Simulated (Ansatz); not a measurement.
Rock-salt RbBr was calculated with RPBE (PAW; Ansatz, an electronic-structure program).

Run with plane-wave cutoff 520 eV, 8×8×8 k mesh, Fermi–Dirac smearing 0.01 eV, scalar-relativistic PAW data made under PBE.

On both sides of the equilibrium volume: at 46.754 Å³/atom the pressure is 0.19 GPa and the direct gap at Γ 4.315 eV; at 48.663 Å³/atom they are -0.17 GPa and 4.218 eV. The fitted bulk modulus is 9.10 GPa.

**Question.** Work out the volume deformation potential of this gap and its pressure coefficient, in two ways.

**Answer.** a_V = dE_g/d ln V = (4.218 − 4.315)/ln(48.663/46.754) = -2.42 eV. Since dP = −B d ln V, dE_g/dP = −a_V/B = 266 meV/GPa. Straight from the pressures: (4.315 − 4.218)/(0.19 − (-0.17)) = 269 meV/GPa. At this level and over this range the gap at Γ widens under pressure.

Spin–orbit coupling is not included.

Note: the cell is over a tenth larger than the published one: the level's own overestimate first of all, though another phase or state, or a fault of the published cell, is possible.
